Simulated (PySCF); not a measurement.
Boron monohydride, BH (singlet state).
Numbering: `[BH:1]` (hydrogens: H2 on B1)

The calculation used core-valence-separated Tamm–Dancoff BHandHLYP/aug-pcX-1 (pcseg-1 on H) in PySCF, non-relativistic, gas phase, PBE0-D3(BJ)/def2-SVP geometry. No shift to experiment was applied.

(1) List the boron K-edge absorption lines.

Results:

(1) 
```
E (eV)       f  core hole on                 main final orbital     polarisation
186.28  0.1967            B1    LUMO/LUMO+1 (2 roots, f summed)  across the axis
193.08  0.0150            B1                      LUMO+2 (82 %)   along the axis
194.01  0.0170            B1                      LUMO+3 (86 %)   along the axis
194.18  0.0156            B1  LUMO+4/LUMO+5 (2 roots, f summed)  across the axis
194.98  0.0118            B1                      LUMO+6 (73 %)   along the axis
```

The first line with a tenth or more of the strongest one's intensity is at 186.28 eV (f = 0.197, sum of 2), with the hole on B1 (boron bonded to H), polarised across the axis. It is also the strongest listed.

Roots within 0.03 eV whose holes lie on the same, on equivalent or on shared atoms are summed into one line, and the highest roots are left out, as the search may have cut off their partners. Final orbitals are the ground state's empty Kohn–Sham orbitals.

The list ends where the root search ended, not at a threshold.
